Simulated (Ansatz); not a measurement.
Reaction: C3H5F ((Z)-1-fluoroprop-1-ene, SMILES C/C=C\F) → CH3 (SMILES [CH3], doublet) + C2H2F (SMILES [H]/[C]=C/F, doublet) (the C-C bond breaks)
Each species at its own B3LYP-D3(BJ)/def2-TZVP minimum (Ansatz, a program for electronic structure).

Wanted: bond dissociation energy (electronic), in kcal/mol. UHF or UKS for unpaired electrons; spin-orbit terms are left out. CBS(X,Y): correlation extrapolated as X^-3, Hartree-Fock from the larger set. A bracket is a step between two methods taken in the basis named. The functionals are non-relativistic, so their misses hold any scalar relativity. Double hybrids freeze cores in their MP2 part. '+ core + X2C': CCSD(T) terms for core correlation (cc-pwCVTZ) and scalar relativity (cc-pVTZ-DK). The UHF reference of C2H2F ([H]/[C]=C/F, doublet) is spin-contaminated (<S^2> up to 0.18 over the pure value in the sets run).

CCSD(T)/CBS(cc-pVTZ,cc-pVQZ) + [CCSDT(Q) - CCSD(T)]/cc-pVDZ + core + X2C (Ansatz) gives 111.6 kcal/mol.

How far off this value is PBE/def2-TZVPD (Ansatz), in which direction, and how far these levels: B3LYP/def2-TZVPD, PBE0/def2-TZVPD, wB97M-V/def2-TZVPD, B2PLYP/def2-TZVPD, CCSD(T)/CBS(cc-pVTZ,cc-pVQZ) + core + X2C?

PBE gives 109.4 kcal/mol, 2.2 kcal/mol below it. Differences of the others: B3LYP/def2-TZVPD (Ansatz) -6.6; PBE0/def2-TZVPD (Ansatz) -2.9; wB97M-V/def2-TZVPD (Ansatz) 0.4; B2PLYP/def2-TZVPD (Ansatz) -3.5; CCSD(T)/CBS(cc-pVTZ,cc-pVQZ) + core + X2C (Ansatz) 0.4 kcal/mol.
